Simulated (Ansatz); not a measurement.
Molecule: CH₃NO (charge +1, doublet). 
Geometry from a B3LYP-D3(BJ)/def2-TZVP (Ansatz, a program for electronic structure) optimisation:
```xyz
6

N     -1.0600     0.1757     0.1086
C      0.2164     0.3270    -0.0400
O      1.0761    -0.5959    -0.0897
H     -1.4845    -0.7428     0.2006
H     -1.6661     0.9877     0.1358
H      0.6634     1.3312    -0.1387
```
Charge +1, spin multiplicity 2.

Problem. Give the harmonic wavenumbers at B3LYP-D3(BJ)/def2-TZVP (Ansatz, finite differences of forces, unscaled).

Solution. 494, 634, 724, 978, 1085, 1186, 1345, 1613, 1678, 2983, 3492, 3602 cm⁻¹. Zero-point energy 28.3 kcal/mol.

Problem. From these and the geometry, give the ideal-gas thermochemistry at 298.15 K and 1 atm (rigid rotor, harmonic oscillator).

Solution. Point group Cs, rotational symmetry number 1. Rotational constants 75.38, 11.35, 9.868 GHz. S(trans) 37.34, S(rot) 21.17, S(vib) 1.59, S(elec, spin only) 1.38, S 61.5 cal/(mol K). H(298) - H(0) 2.73 kcal/mol; G - E(el) 12.7 kcal/mol.
